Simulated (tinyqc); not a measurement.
Worked calculation: coupled-perturbed Hartree-Fock on RHF in the sto-6g basis, for HF, spin multiplicity 1. Computed by tinyqc, a small Python program that keeps every step (integrals from PySCF). Settings: charge = 0, multiplicity = 1, basis = sto-6g, method = RHF, energy threshold = 1e-10, iteration cap = 71, orthogonalisation = symmetric, start = Wolfsberg-Helmholz matrix, DIIS depth = 6. Command: `OMP_NUM_THREADS=1 python tinyqc.py 21822 21823 out.jsonl` (the two numbers bound the seeds that draw the settings). One thread of a shared host (Intel(R) Xeon(R) Processor @ 2.60GHz), about 0.2 s of CPU time with the checks. The early iterations of the SCF are left out here.

## One-electron integrals

Geometry (angstrom):
```
atom         x         y         z
F     0.000000  0.000000  0.000000
H     0.000000  0.000000  0.807000
```

Basis sto-6g: exponents (1/bohr^2) and contraction coefficients of normalised primitives:
```
element  l (shell)     exponent  coefficient
F            s (1)  1728.626574     0.009164
F            s (1)   316.941790     0.049361
F            s (1)    88.668891     0.168538
F            s (1)    30.460157     0.370563
F            s (1)    11.828570     0.416492
F            s (1)     4.871659     0.130334
F            s (2)    67.032281    -0.013253
F            s (2)    13.267438    -0.046992
F            s (2)     4.123510    -0.033785
F            s (2)     1.586463     0.250242
F            s (2)     0.689002     0.595117
F            s (2)     0.315820     0.240706
F            p (3)    67.032281     0.003760
F            p (3)    13.267438     0.037679
F            p (3)     4.123510     0.173897
F            p (3)     1.586463     0.418036
F            p (3)     0.689002     0.425860
F            p (3)     0.315820     0.101708
H            s (1)    35.523221     0.009164
H            s (1)     6.513144     0.049361
H            s (1)     1.822143     0.168538
H            s (1)     0.625955     0.370563
H            s (1)     0.243077     0.416492
H            s (1)     0.100112     0.130334
```

Overlap, kinetic and nuclear-attraction integrals over the contracted functions; the nuclear repulsion is the sum of Za Zb / Rab.

nuclear repulsion = 5.90160458 hartree

overlap S, order 1F 1s, 1F 2s, 1F 2px, 1F 2py, 1F 2pz, 2H 1s:
$$\begin{pmatrix}
1.000000 & 0.232479 & 0.000000 & 0.000000 & 0.000000 & 0.065149 \\
0.232479 & 1.000000 & 0.000000 & 0.000000 & 0.000000 & 0.528277 \\
0.000000 & 0.000000 & 1.000000 & 0.000000 & 0.000000 & 0.000000 \\
0.000000 & 0.000000 & 0.000000 & 1.000000 & 0.000000 & 0.000000 \\
0.000000 & 0.000000 & 0.000000 & 0.000000 & 1.000000 & 0.383329 \\
0.065149 & 0.528277 & 0.000000 & 0.000000 & 0.383329 & 1.000000
\end{pmatrix}$$

kinetic energy T (hartree), order 1F 1s, 1F 2s, 1F 2px, 1F 2py, 1F 2pz, 2H 1s:
$$\begin{pmatrix}
37.397730 & -1.143349 & 0.000000 & 0.000000 & 0.000000 & 0.005164 \\
-1.143349 & 1.082297 & 0.000000 & 0.000000 & 0.000000 & 0.195790 \\
0.000000 & 0.000000 & 3.251325 & 0.000000 & 0.000000 & 0.000000 \\
0.000000 & 0.000000 & 0.000000 & 3.251325 & 0.000000 & 0.000000 \\
0.000000 & 0.000000 & 0.000000 & 0.000000 & 3.251325 & 0.369375 \\
0.005164 & 0.195790 & 0.000000 & 0.000000 & 0.369375 & 0.768522
\end{pmatrix}$$

nuclear attraction V (hartree), order 1F 1s, 1F 2s, 1F 2px, 1F 2py, 1F 2pz, 2H 1s:
$$\begin{pmatrix}
-78.478186 & -8.018155 & 0.000000 & 0.000000 & -0.020563 & -2.589875 \\
-8.018155 & -12.119747 & 0.000000 & 0.000000 & -0.222876 & -5.135742 \\
0.000000 & 0.000000 & -12.066942 & 0.000000 & 0.000000 & 0.000000 \\
0.000000 & 0.000000 & 0.000000 & -12.066942 & 0.000000 & 0.000000 \\
-0.020563 & -0.222876 & 0.000000 & 0.000000 & -12.223835 & -3.386838 \\
-2.589875 & -5.135742 & 0.000000 & 0.000000 & -3.386838 & -6.752536
\end{pmatrix}$$

core Hamiltonian H = T + V (hartree), order 1F 1s, 1F 2s, 1F 2px, 1F 2py, 1F 2pz, 2H 1s:
$$\begin{pmatrix}
-41.080456 & -9.161503 & 0.000000 & 0.000000 & -0.020563 & -2.584711 \\
-9.161503 & -11.037451 & 0.000000 & 0.000000 & -0.222876 & -4.939953 \\
0.000000 & 0.000000 & -8.815616 & 0.000000 & 0.000000 & 0.000000 \\
0.000000 & 0.000000 & 0.000000 & -8.815616 & 0.000000 & 0.000000 \\
-0.020563 & -0.222876 & 0.000000 & 0.000000 & -8.972509 & -3.017463 \\
-2.584711 & -4.939953 & 0.000000 & 0.000000 & -3.017463 & -5.984014
\end{pmatrix}$$

## Two-electron integrals

Functions are numbered as in S; the eight-fold symmetry (ij|kl) = (ji|kl) = (kl|ij) leaves the list below.

Two-electron integrals (ij|kl) in chemists' order, unique and non-zero (hartree):
```
(11|11) 5.406240   (21|11) 0.768129   (21|21) 0.138909   (22|11) 1.266271
(22|21) 0.283987   (22|22) 0.926367   (31|31) 0.029452   (32|31) 0.044681
(32|32) 0.204753   (33|11) 1.266273   (33|21) 0.283987   (33|22) 0.926366
(33|33) 0.998085   (41|41) 0.029452   (42|41) 0.044681   (42|42) 0.204753
(43|43) 0.053789   (44|11) 1.266273   (44|21) 0.283987   (44|22) 0.926366
(44|33) 0.890506   (44|44) 0.998085   (51|51) 0.029452   (52|51) 0.044681
(52|52) 0.204753   (53|53) 0.053789   (54|54) 0.053789   (55|11) 1.266273
(55|21) 0.283987   (55|22) 0.926366   (55|33) 0.890506   (55|44) 0.890506
(55|55) 0.998085   (61|11) 0.230349   (61|21) 0.039886   (61|22) 0.079608
(61|33) 0.079465   (61|44) 0.079465   (61|51) 0.001717   (61|52) 0.003332
(61|55) 0.079895   (61|61) 0.011645   (62|11) 0.513714   (62|21) 0.116612
(62|22) 0.416136   (62|33) 0.410680   (62|44) 0.410680   (62|51) 0.008265
(62|52) 0.058650   (62|55) 0.427047   (62|61) 0.033382   (62|62) 0.218974
(63|31) 0.013808   (63|32) 0.075992   (63|53) 0.012609   (63|63) 0.034492
(64|41) 0.013808   (64|42) 0.075992   (64|54) 0.012609   (64|64) 0.034492
(65|11) 0.316427   (65|21) 0.072924   (65|22) 0.278067   (65|33) 0.265701
(65|44) 0.265701   (65|51) 0.018599   (65|52) 0.114885   (65|55) 0.302797
(65|61) 0.021949   (65|62) 0.179502   (65|65) 0.181485   (66|11) 0.611376
(66|21) 0.141292   (66|22) 0.572077   (66|33) 0.552115   (66|44) 0.552115
(66|51) 0.014475   (66|52) 0.136443   (66|55) 0.611999   (66|61) 0.040884
(66|62) 0.361847   (66|65) 0.344753   (66|66) 0.774999
```

## Orthogonalisation

S = U s U^T; symmetric (Loewdin) form X = U s^(-1/2) U^T, so that X^T S X = 1.

eigenvalues of S: [0.334950, 0.850421, 1.000000, 1.000000, 1.113935, 1.700693]

X, order 1F 1s, 1F 2s, 1F 2px, 1F 2py, 1F 2pz, 2H 1s:
$$\begin{pmatrix}
1.022380 & -0.133167 & 0.000000 & 0.000000 & -0.009105 & 0.023876 \\
-0.133167 & 1.182682 & 0.000000 & 0.000000 & 0.115196 & -0.378418 \\
0.000000 & 0.000000 & 1.000000 & 0.000000 & 0.000000 & 0.000000 \\
0.000000 & 0.000000 & 0.000000 & 1.000000 & 0.000000 & 0.000000 \\
-0.009105 & 0.115196 & 0.000000 & 0.000000 & 1.082134 & -0.270581 \\
0.023876 & -0.378418 & 0.000000 & 0.000000 & -0.270581 & 1.239341
\end{pmatrix}$$

## Iteration 7 (converged): orbitals

converged F (hartree), order 1F 1s, 1F 2s, 1F 2px, 1F 2py, 1F 2pz, 2H 1s:
$$\begin{pmatrix}
-26.225356 & -6.370329 & 0.000000 & 0.000000 & -0.028790 & -1.795876 \\
-6.370329 & -2.943174 & 0.000000 & 0.000000 & -0.151224 & -1.373998 \\
0.000000 & 0.000000 & -0.479740 & 0.000000 & 0.000000 & 0.000000 \\
0.000000 & 0.000000 & 0.000000 & -0.479740 & 0.000000 & 0.000000 \\
-0.028790 & -0.151224 & 0.000000 & 0.000000 & -0.462939 & -0.637355 \\
-1.795876 & -1.373998 & 0.000000 & 0.000000 & -0.637355 & -0.789647
\end{pmatrix}$$

Diagonalise F' = X^T F X, C = X C', fill 5 alpha and 5 beta electrons from the bottom; D = 2 C_occ C_occ^T. Each column has its largest component positive (the first on a tie).

F' = X^T F X (hartree):
$$\begin{pmatrix}
-25.808926 & -3.184939 & 0.000000 & 0.000000 & -0.043086 & -0.352193 \\
-3.184939 & -1.630326 & 0.000000 & 0.000000 & 0.113169 & -0.716000 \\
0.000000 & 0.000000 & -0.479740 & 0.000000 & 0.000000 & 0.000000 \\
0.000000 & 0.000000 & 0.000000 & -0.479740 & 0.000000 & 0.000000 \\
-0.043086 & 0.113169 & 0.000000 & 0.000000 & -0.214877 & -0.645714 \\
-0.352193 & -0.716000 & 0.000000 & 0.000000 & -0.645714 & 0.011301
\end{pmatrix}$$

orbital energies (hartree): MO1 -26.228910, MO2 -1.527896, MO3 -0.625856, MO4 -0.479740, MO5 -0.479740, MO6 0.739834

coefficients C, order 1F 1s, 1F 2s, 1F 2px, 1F 2py, 1F 2pz, 2H 1s:
$$\begin{pmatrix}
0.996937 & -0.232729 & 0.087010 & 0.000000 & 0.000000 & 0.089613 \\
0.014158 & 0.906808 & -0.495865 & 0.000000 & 0.000000 & -0.710322 \\
0.000000 & 0.000000 & 0.000000 & -0.146428 & 0.989221 & 0.000000 \\
0.000000 & 0.000000 & 0.000000 & 0.989221 & 0.146428 & 0.000000 \\
0.002878 & 0.130755 & 0.720621 & 0.000000 & 0.000000 & -0.849223 \\
-0.004599 & 0.170659 & 0.477757 & 0.000000 & 0.000000 & 1.222928
\end{pmatrix}$$

D after iteration 7, order 1F 1s, 1F 2s, 1F 2px, 1F 2py, 1F 2pz, 2H 1s:
$$\begin{pmatrix}
2.111236 & -0.480144 & 0.000000 & 0.000000 & 0.070280 & -0.005466 \\
-0.480144 & 2.136768 & 0.000000 & 0.000000 & -0.477441 & -0.164426 \\
0.000000 & 0.000000 & 2.000000 & 0.000000 & 0.000000 & 0.000000 \\
0.000000 & 0.000000 & 0.000000 & 2.000000 & 0.000000 & 0.000000 \\
0.070280 & -0.477441 & 0.000000 & 0.000000 & 1.072800 & 0.733166 \\
-0.005466 & -0.164426 & 0.000000 & 0.000000 & 0.733166 & 0.514795
\end{pmatrix}$$

Within a degenerate level the vectors are fixed only up to a rotation; this is one choice.

## Convergence

Stop when the energy changes by less than 1e-10 hartree and every element of the error matrix X^T (F D S - S D F) X is below 3e-06.

Course of the cycle:
```
iteration   E (hartree)     change  largest element of the error matrix
1          -99.23509147          -                             6.63e-01
2          -99.44544020  -2.10e-01                             1.22e-01
3          -99.46412908  -1.87e-02                             2.07e-02
4          -99.46449177  -3.63e-04                             1.38e-03
5          -99.46449258  -8.09e-07                             1.32e-04
6          -99.46449259  -8.73e-09                             6.64e-06
7          -99.46449259  -2.19e-11                             1.27e-09
```

PySCF RHF in the same basis = -99.46449259 hartree

Converged in 7 iterations.

## Integrals over molecular orbitals

(pq|rs) = sum C_ip C_jq C_kr C_ls (ij|kl), one index at a time.

one-electron integrals over orbitals h = C^T H C (hartree):
$$\begin{pmatrix}
-41.065946 & 0.701690 & -0.259383 & 0.000000 & 0.000000 & -0.281127 \\
0.701690 & -9.271844 & 0.520793 & 0.000000 & 0.000000 & 1.414261 \\
-0.259383 & 0.520793 & -8.054933 & 0.000000 & 0.000000 & 1.631859 \\
0.000000 & 0.000000 & 0.000000 & -8.815616 & 0.000000 & 0.000000 \\
0.000000 & 0.000000 & 0.000000 & 0.000000 & -8.815616 & 0.000000 \\
-0.281127 & 1.414261 & 1.631859 & 0.000000 & 0.000000 & -6.135159
\end{pmatrix}$$

Two-electron integrals over orbitals (pq|rs), unique and non-zero (hartree):
```
(11|11) 5.379711    (21|11) -0.505652   (21|21) 0.077168    (22|11) 1.203686
(22|21) -0.018644   (22|22) 0.866567    (31|11) 0.195557    (31|21) -0.026553
(31|22) 0.018111    (31|31) 0.028648    (32|11) -0.144553   (32|21) 0.011239
(32|22) 0.007614    (32|31) 0.020907    (32|32) 0.157739    (33|11) 1.076404
(33|21) -0.013281   (33|22) 0.779610    (33|31) -0.008247   (33|32) -0.069870
(33|33) 0.830959    (41|41) 0.030439    (42|41) 0.038264    (42|42) 0.176015
(43|41) -0.013646   (43|42) -0.048603   (43|43) 0.056342    (44|11) 1.265960
(44|21) -0.013349   (44|22) 0.874432    (44|31) 0.004949    (44|32) -0.073298
(44|33) 0.796291    (44|44) 0.998085    (51|51) 0.030439    (52|51) 0.038264
(52|52) 0.176015    (53|51) -0.013646   (53|52) -0.048603   (53|53) 0.056342
(54|54) 0.053789    (55|11) 1.265960    (55|21) -0.013349   (55|22) 0.874432
(55|31) 0.004949    (55|32) -0.073298   (55|33) 0.796291    (55|44) 0.890506
(55|55) 0.998085    (61|11) 0.213419    (61|21) -0.036135   (61|22) -0.001312
(61|31) -0.004890   (61|32) -0.025712   (61|33) 0.017028    (61|44) 0.005060
(61|55) 0.005060    (61|61) 0.032365    (62|11) -0.301739   (62|21) 0.006780
(62|22) -0.147906   (62|31) -0.020780   (62|32) -0.027787   (62|33) -0.056923
(62|44) -0.148513   (62|55) -0.148513   (62|61) 0.012667    (62|62) 0.103418
(63|11) -0.312040   (63|21) 0.005055    (63|22) -0.127392   (63|31) 0.002884
(63|32) 0.088568    (63|33) -0.137279   (63|44) -0.166588   (63|55) -0.166588
(63|61) -0.006190   (63|62) 0.063142    (63|63) 0.144184    (64|41) -0.012851
(64|42) -0.048727   (64|43) -0.008978   (64|64) 0.033046    (65|51) -0.012851
(65|52) -0.048727   (65|53) -0.008978   (65|65) 0.033046    (66|11) 0.912649
(66|21) -0.008684   (66|22) 0.705940    (66|31) 0.019195    (66|32) 0.081505
(66|33) 0.669148    (66|44) 0.661395    (66|55) 0.661395    (66|61) -0.010069
(66|62) -0.071925   (66|63) -0.007080   (66|66) 0.724661
```

## Response to a field: uncoupled start

dipole integrals <a|z|i> (bohr), order a6:
$$\begin{pmatrix}
-0.041359 & 0.161585 & 0.803515 & 0.000000 & 0.000000
\end{pmatrix}$$

Field along z; U_ai = -mu_ai / (e_a - e_i), alpha = -4 sum U_ai mu_ai.

uncoupled U, order a6:
$$\begin{pmatrix}
0.001534 & -0.071254 & -0.588358 & 0.000000 & 0.000000
\end{pmatrix}$$

uncoupled polarisability = 1.937327 bohr^3

## Coupled step 1

U_ai = -(mu_ai + sum_bj [4 (ai|bj) - (ab|ij) - (aj|bi)] U_bj) / (e_a - e_i); alpha = -4 sum U_ai mu_ai.

U after step 1, order a6:
$$\begin{pmatrix}
0.000879 & -0.055719 & -0.684614 & 0.000000 & 0.000000
\end{pmatrix}$$

polarisability = 2.236549 bohr^3

## Coupled step 2

As before.

U after step 2, order a6:
$$\begin{pmatrix}
0.000698 & -0.048414 & -0.702535 & 0.000000 & 0.000000
\end{pmatrix}$$

polarisability = 2.289397 bohr^3

## Coupled polarisability

Repeat until U stops changing; compare with -d2E/dF2.

Course of the coupled iterations:
```
step  alpha (bohr^3)
0           1.937327
1           2.236549
2           2.289397
3           2.299863
4           2.302105
5           2.302608
6           2.302724
7           2.302751
8           2.302757
9           2.302758
10          2.302759
11          2.302759
12          2.302759
```

coupled polarisability = 2.302759 bohr^3

finite-field check, fields of +/-0.001 au = 2.302759 bohr^3
